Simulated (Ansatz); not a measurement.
**Co, hcp: geometry optimisation**

Level of theory: DFT, PBEsol, plane waves (420 eV) with PAW, scalar-relativistic (Ansatz 0.2.0). (PAW data from PBE, frozen cores regenerated.)

k-point mesh 14×14×8, Fermi-Dirac smearing 0.1 eV, no spin polarisation. Cell and atoms relax.

Starting structure:

```
Co
1.0
     2.50710    0.00000    0.00000
    -1.25355    2.17121    0.00000
     0.00000    0.00000    4.06860
Co
2
Cartesian
  0.0000 1.4475 1.0171
  1.2535 0.7237 3.0514
```

Problem. What cell does the relaxation end in?

Solution. P6_3/mmc with a = 2.424 Å, c = 3.905 Å (c/a = 1.611); 9.93 Å³ per atom against 11.07 at the start (-10.3 %).

Problem. How much energy does the relaxation gain?

Solution. 94.7 meV per atom.

Path of the relaxation (the plane waves are chosen anew near the end, which can shift the energy a little):

```
step  E − E(final) (meV/atom)  V (Å³/atom)  P (GPa)  max force (eV/Å)
   0                    94.74       11.074   -23.86             0.000
   1                    15.93       10.379   -11.17             0.000
   2                    -0.05        9.836     2.96             0.000
   3                    -0.83        9.945    -0.24             0.000
   4                    -0.85        9.937     0.00             0.000
   5                     0.00        9.937    -0.10             0.000
   6                     0.00        9.933     0.00             0.000
   7                     0.00        9.933     0.00             0.000
```

Spin polarisation is off here; a magnetic state may lie lower.
